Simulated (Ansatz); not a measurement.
**Ligand exchange: BH(CH3)F + C3H9N → BH(CH3)(NH2) + C3H7F**

Species: BH(CH3)F, singlet; C3H9N (isopropylamine) `CC(C)N`, singlet; BH(CH3)(NH2), singlet; C3H7F (2-fluoropropane) `CC(C)F`, singlet. The partners trade F for NH2: B–F and C–NH2 bonds give way to B–NH2 and C–F.

Shapes, held fixed at every level: PBE0-D4/def2-TZVP. Flexible molecules stand in one conformer, not always the lowest. Programs: Ansatz 0.2.0. The zero-point and thermal change to 298 K, harmonic and unscaled (PBE0-D4/def2-TZVP), is +0.8 kJ/mol.

**Question.** Estimate ΔH(298 K) of this reaction.

**Answer.** The highest level, CCSD(T)/CBS estimate, gives ΔH(298 K) = +9.8 kJ/mol; the levels span -0.1 to +10.3. They disagree on the sign: 7 of 8 are positive. The column of differences is taken from that level and isn't an error. No measured value is set beside it here. The CBS estimate extrapolates MP2 from def2-TZVPP and def2-QZVPP and adds CCSD(T) − MP2 in the triple-zeta set, cores frozen.

```tsv
level	kind	ΔH(298 K) (kJ/mol)	less CCSD(T)/CBS estimate
HF/def2-TZVPP	Hartree–Fock	+8.0	-1.8
PBE-D4/def2-TZVPP	GGA	-0.1	-9.9
B3LYP-D4/def2-TZVPP	global hybrid	+1.9	-7.9
PBE0-D4/def2-TZVPP	global hybrid	+3.0	-6.8
r2SCAN0-D4/def2-TZVPP	global hybrid	+4.2	-5.6
B2PLYP/def2-TZVPP	double hybrid	+4.9	-4.9
CCSD(T)/def2-TZVPP	coupled cluster or CI	+10.3	+0.5
CCSD(T)/CBS estimate	coupled cluster or CI	+9.8	0.0
```
